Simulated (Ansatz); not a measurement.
`F/C=C\S` + CH₄ → `C/C=C/S` + H–F at 500 K and 1 bar (formal exchange of groups at a C–F bond).

Computed with Ansatz on PBE0-D4/def2-TZVP structures; ΔE is electronic, products minus reactants. CCSD(T)/CBS adds triple-zeta CCSD(T) − MP2 to the extrapolated MP2 energy (def2 sets, frozen cores). This one scheme is used for every species. Double bonds are as drawn, so ΔE can hold a change between cis and trans. One conformer a species, not always the lowest.

| species | CCSD(T)/CBS energy (Eh) | H − E (kJ/mol) | S (J/(mol·K)) |
| --- | --- | --- | --- |
| `F/C=C\S` | -575.43795 | 148.2 | 335.7 |
| CH₄ | -40.46206 | 135.6 | 206.8 |
| `C/C=C/S` | -515.52005 | 246.9 | 358.3 |
| H–F | -100.39570 | 39.4 | 188.7 |

H − E and S are ideal-gas, rigid-rotor, harmonic terms from PBE0-D4/def2-TZVP, for one conformer and one mirror image of each species. 1 Eh = 2625.50 kJ/mol, R = 8.31446 J/(mol·K).

Task: By hand: ΔE, ΔH, ΔS and ΔG.

Result: ΔE = (-515.52005) + (-100.39570) − (-575.43795) − (-40.46206) = -0.01574 Eh = -41.3 kJ/mol. Δ(H − E) = 246.9 + 39.4 − 148.2 − 135.6 = 2.5, so ΔH = -38.8 kJ/mol. ΔS = 358.3 + 188.7 − 335.7 − 206.8 = 4.5 J/(mol·K). ΔG = -38.8 − 500 × (4.5)/1000 = -41.0 kJ/mol.

Task: By hand: the equilibrium constant, and the temperature at which ΔG would vanish if ΔH and ΔS stayed fixed.

Result: log₁₀ K = −ΔG/(RT ln 10) = 4.3. ΔH and −TΔS have one sign here, so there is no such temperature.

The number of gas molecules stays the same, so ΔS is small and ΔH decides. A doubt of 5 kJ/mol in ΔE shifts log₁₀ K by 0.5 here. Other conformers and mirror images would add mixing entropy, several J/(mol·K) or more a flexible species. These are equilibria of isolated gas molecules and say nothing of rates. Largest T1 diagnostic: 0.013 (customary marks: 0.02 for closed shells, 0.045 for open ones).

ΔS is within the doubt of such terms, so its sign, and with it that verdict, could turn.
